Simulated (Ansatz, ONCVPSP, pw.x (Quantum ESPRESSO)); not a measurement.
**pw.x on fcc W: one setting changed**

Potential: optimised norm-conserving Vanderbilt (ONCV), ONCVPSP 4.0.1.1 (patched build), PBEsol; core [Kr] 4d10 4f14, reference 5s2 5p6 5d4.5 6s1.5; waves: 5s+6s: rc 1.90 bohr, ncon 4, nbas 7, qcut 5.9 1/bohr, 2 projectors; 5p: rc 1.66 bohr, ncon 4, nbas 7, qcut 8.8 1/bohr, 2 projectors, debl 0.6 Ha; 5d: rc 2.05 bohr, ncon 5, nbas 10, qcut 7.5 1/bohr, 2 projectors, debl 1.9 Ha; local part: polynomial inside 1.10 bohr (lpopt 4, dvloc0 2 Ha); core correction: Teter function fitted to the true core (icmod 2), fcfact 0.65. In the p channel the program set the typed energies aside and used -1.554, 0.250 Ha.

The reference run (k-mesh 14³, cutoffs 70/280 Ry, Fermi–Dirac 0.01 Ry, mixing_beta 0.4, conv_thr 1e-9, no spin) gives -3.22 GPa at 15.995 Å³/atom, where all-electron LAPW gives 0.14 GPa. This run, with its own iteration cap, changes smearing to mv.

```
&control
  calculation='scf', prefix='x', pseudo_dir='./', outdir='./tmp', tstress=.true., disk_io='none'
/
&system
  ibrav=0, nat=1, ntyp=1, ecutwfc=70, ecutrho=280, nbnd=15,
  occupations='smearing', smearing='mv', degauss=0.01
/
&electrons
  conv_thr=1e-09, mixing_beta=0.4, electron_maxstep=50
/
ATOMIC_SPECIES
W 1.0 W.UPF
CELL_PARAMETERS angstrom
  0.00000000 1.99979164 1.99979164
  1.99979164 0.00000000 1.99979164
  1.99979164 1.99979164 0.00000000
ATOMIC_POSITIONS crystal
W 0.0000 0.0000 0.0000
K_POINTS automatic
14 14 14 0 0 0
```

```bash
pw.x < W.scf.in > W.scf.out
```

Q: How does the run end?

A: It converges in 7 iterations; the free energy moves by +36.8 meV/atom and the pressure by -0.39 GPa. This scheme is built to cancel the term in the square of the width that Fermi–Dirac smearing leaves in the F of a metal.

```
Message from routine setup:
     using ibrav=0 with symmetry is DISCOURAGED, use correct ibrav instead
     lattice parameter (alat)  =       5.3444  a.u.
     unit-cell volume          =     107.9396 (a.u.)^3
     number of electrons       =        14.00
     number of Kohn-Sham states=           15
     kinetic-energy cutoff     =      70.0000  Ry
     charge density cutoff     =     280.0000  Ry
     scf convergence threshold =      1.0E-09
     Exchange-correlation= PBESOL
     number of k points=   104  Marzari-Vanderbilt smearing, width (Ry)=  0.0100
     iteration #  1     ecut=    70.00 Ry     beta= 0.40
     total energy              =    -163.51871968 Ry
     estimated scf accuracy    <       0.07018395 Ry
     iteration #  2     ecut=    70.00 Ry     beta= 0.40
     total energy              =    -163.51960129 Ry
     estimated scf accuracy    <       0.00968831 Ry
     iteration #  3     ecut=    70.00 Ry     beta= 0.40
     total energy              =    -163.52075938 Ry
     estimated scf accuracy    <       0.00048455 Ry
     iteration #  4     ecut=    70.00 Ry     beta= 0.40
     total energy              =    -163.52078909 Ry
     estimated scf accuracy    <       0.00000417 Ry
     iteration #  5     ecut=    70.00 Ry     beta= 0.40
     total energy              =    -163.52079067 Ry
     estimated scf accuracy    <       0.00000036 Ry
     iteration #  6     ecut=    70.00 Ry     beta= 0.40
     total energy              =    -163.52079070 Ry
     estimated scf accuracy    <          2.8E-09 Ry
     iteration #  7     ecut=    70.00 Ry     beta= 0.40
     the Fermi energy is    21.5070 ev
!    total energy              =    -163.52079070 Ry
     estimated scf accuracy    <          1.9E-10 Ry
     smearing contrib. (-TS)   =       0.00018455 Ry
     The total energy is F=E-TS. E is the sum of the following terms:
     one-electron contribution =     -16.21078864 Ry
     hartree contribution      =      16.59336501 Ry
     xc contribution           =     -45.00714328 Ry
     ewald contribution        =    -118.89640834 Ry
     convergence has been achieved in   7 iterations
          total   stress  (Ry/bohr**3)                   (kbar)     P=      -36.11
     Message from routine punch:
     Nothing written, as per user request (disk_io='none')
```

The run took about 21 s on one core of a shared host (Neoverse-V1, 32 threads, 247 GiB, load 29).
